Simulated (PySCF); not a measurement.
**Gas-phase XPS of ethyleneimine, computed**

Compound: ethyleneimine, C₂H₅N.
Numbering: `[CH2:1]1[CH2:2][NH:3]1`

Computed with delta-SCF UKS SCAN, pcX-2 on the ionised atom, pcseg-1 elsewhere, spin-free X2C (PySCF). These are vertical core ionisation energies against the vacuum level, from separate self-consistent calculations with and without the core hole.

Problem. Give the core binding energies atom by atom.

Solution. 
```tsv
atom(s)	bonded to	level	binding energy (eV)	count
N3	2 C and H	N 1s	405.12	1
C1/C2	N, C and 2 H	C 1s	291.52	2
```

Problem. Which effective nuclear charge Zeff reproduces each element's mean 1s value in the hydrogen-like formula E = 13.606 eV × Zeff²?

Solution. C (Z = 6): mean 291.5 eV, Zeff = 4.63, Z − Zeff = 1.37; N (Z = 7): mean 405.1 eV, Zeff = 5.46, Z − Zeff = 1.54. Means run over the listed sites, weighted by atom count.

The first atom of each set that the bonding makes equivalent was ionised and stands for the set. Geometry: GFN2-xTB; no solvent, vibrations or thermal averaging.

Time: 3.5 s wall. Hardware: one thread of an x86-64 server (shared host).
